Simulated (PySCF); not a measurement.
# Computed NMR parameters against published values

Bonds (- single, = double, # triple, : aromatic): C1-C2, C2-C3, C3-C4, C3-C5, C3-C6. C1 carries H7, H8, H9; C2 carries H10, H11; C4 carries H12, H13, H14; C5 carries H15, H16, H17; C6 carries H18, H19, H20.

Fast rotation and ring inversion assumed for equivalent nuclei, non-relativistic Hamiltonian, in vacuum, single conformer. Geometry: GFN2-xTB; shieldings: GIAO PBE0/pcSseg-1; PySCF 2.14.0 with density-fitted response routines.

Reference values: measured (solution, not stated in the table (CDCl3 in this author's series); The use of chemical shift calculations in the conformational analysis of substituted benzenes, New J. Chem. 2019 (ESI)).
| atoms | quantity | reference | computed | computed, scaled |
| --- | --- | --- | --- | --- |
| H10/H11 | δ 1H | 1.21 | 1.24 | 1.26 |
| H12/H13/H14/H15/H16/H17/H18/H19/H20 | δ 1H | 0.86 | 0.93 | 0.97 |
| H7/H8/H9 | δ 1H | 0.82 | 0.98 | 1.02 |

Computed shifts are σ(ref) − σ with the named reference compound (TMS for H and C) calculated as an isolated molecule at the same level. The measured values may be among those fitted. Empirical linear scaling, fitted to shifts measured mostly in CDCl3 for H and C (δ vs TMS): 1H (scatter 0.17 ppm rms, 0.18 ppm with the 4 outliers that the fit left out). A few per cent of atoms miss by over 2 rms, more outside the fitted compound classes.

Question: How far are the unscaled 1H shifts from the references?

Answer: Mean signed difference +0.09 ppm, mean absolute 0.09 ppm over 3 comparisons; the largest is +0.16 ppm at H7/H8/H9 (hydrogen on a methyl carbon).
